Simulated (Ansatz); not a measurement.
Energy needed to pull apart CH$_{5}$BO (SMILES BOC), closed shell, into free ground-state atoms, from the structure below (displaced at random from a GFN2-xTB minimum); no zero-point or spin–orbit terms; open-shell atoms are treated unrestricted, in their ground-state multiplicity.

B1  (-0.570, 0.805, -0.966)
O2  (0.529, 0.441, -0.366)
C3  (0.651, -0.596, 0.656)
H4  (-1.810, 0.382, -0.557)
H5  (-0.612, 1.643, -1.585)
H6  (-0.349, -1.108, 0.907)
H7  (1.049, -1.469, 0.161)
H8  (0.876, -0.314, 1.640)
(Å)

Program: Ansatz 0.2.0. Basis: def2-TZVPP. Cores are frozen in the correlated methods.

```tsv
method	atomization energy (eV)
PBE-D4	30.33
r2SCAN-D4	?
PBE0-D4	29.79
BHLYP-D4	29.10
wB97X-V	29.81
wB97M-V	?
HF	22.12
MP2	29.47
CCSD	28.70
CCSD(T)	29.07
```

What does r2SCAN-D4 give? (To be estimated.)

Computed: 29.92 eV, which is about 0.85 eV more than CCSD(T)/def2-TZVPP.

What does wB97M-V give? (To be estimated.)

Computed: 29.95 eV, which is about 0.88 eV more than CCSD(T)/def2-TZVPP.

In triple zeta the MP2 and coupled-cluster atomization energies are still short of their basis limit by a few kcal/mol a bond, whereas those of the functionals are nearly converged, so these differences are not deviations from converged CCSD(T).

T1 diagnostic: at most 0.014.

For scale, one of the runs: CCSD(T)/def2-TZVPP forces, 163 basis functions (an equivalent command: `ansatz run in.yaml --threads 4`). Hardware: 4 CPU threads, shared host. Wall time 63 s; peak host memory 2.5 GiB.
